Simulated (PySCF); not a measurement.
C₃F₃ (charge -1).
Bonds: C1–C2 (triple), C2–C3, C3–F4, C3–F5, C3–F6.

The same species was optimised twice, with GFN2-xTB and with PBE0-D3(BJ)/def2-SVP (PySCF), and the same property calculations (PySCF, gas phase) were run on both structures.

```csv
coordinate,GFN2-xTB,PBE0-D3(BJ)/def2-SVP,change
C3–F4 (Å),1.392,1.364,-0.028
C3–F5 (Å),1.392,1.365,-0.027
C3–F6 (Å),1.392,1.365,-0.027
C1≡C2 (Å),1.234,1.250,+0.016
C2–C3 (Å),1.419,1.427,+0.008
F4–C3–F6 (°),102.3,104.3,+2.0
F4–C3–F5 (°),102.3,104.2,+1.9
F5–C3–F6 (°),102.3,104.1,+1.8
C2–C3–F4 (°),115.9,114.3,-1.6
C2–C3–F5 (°),116.0,114.4,-1.6
C2–C3–F6 (°),115.9,114.4,-1.5
C1–C2–C3 (°),179.9,179.6,-0.3
```

Rotational constants: A = 5657, B = 2935, C = 2934 MHz (GFN2-xTB) against A = 5735, B = 2986, C = 2985 MHz (PBE0-D3(BJ)/def2-SVP). Point groups within 0.08 Å: C3v and C3v.

On the GFN2-xTB structure: HOMO (eV) -1.84 [PBE0/pcSseg-1]; LUMO (eV) 5.87 [PBE0/pcSseg-1]; GIAO shielding of C1 (ppm) -29.9 [PBE0/pcSseg-1]; GIAO shielding of C2 (ppm) 93.4 [PBE0/pcSseg-1]; GIAO shielding of C3 (ppm) 66.5 [PBE0/pcSseg-1]; GIAO shielding of F4/F5/F6 (mean) (ppm) 212.6 [PBE0/pcSseg-1].

Question: What do these properties become on the PBE0-D3(BJ)/def2-SVP structure?

Answer: 
| property | level | on GFN2-xTB | on PBE0-D3(BJ)/def2-SVP | change |
| --- | --- | --- | --- | --- |
| HOMO (eV) | PBE0/pcSseg-1 | -1.84 | -1.70 | +0.14 |
| LUMO (eV) | PBE0/pcSseg-1 | 5.87 | 6.20 | +0.33 |
| energy, GFN2-xTB geometry as zero (kcal/mol) | PBE0/pcSseg-1 | 0.0 | -0.9 | -0.9 |
| GIAO shielding of C1 (ppm) | PBE0/pcSseg-1 | -29.9 | -24.0 | +5.9 |
| GIAO shielding of C2 (ppm) | PBE0/pcSseg-1 | 93.4 | 90.4 | -3.0 |
| GIAO shielding of C3 (ppm) | PBE0/pcSseg-1 | 66.5 | 70.8 | +4.3 |
| GIAO shielding of F4/F5/F6 (mean) (ppm) | PBE0/pcSseg-1 | 212.6 | 231.7 | +19.1 |

The heavy atoms differ by 0.020 Å rms after alignment. Among bonds between heavy atoms C3–F4, C3–F5 and C3–F6 change most and about equally (-0.028 to -0.027 Å). Changes are differences of the printed values. Neither structure is proved a minimum here. Geometry: PBE0-D3(BJ)/def2-SVP; no solvent, vibrations or thermal averaging.
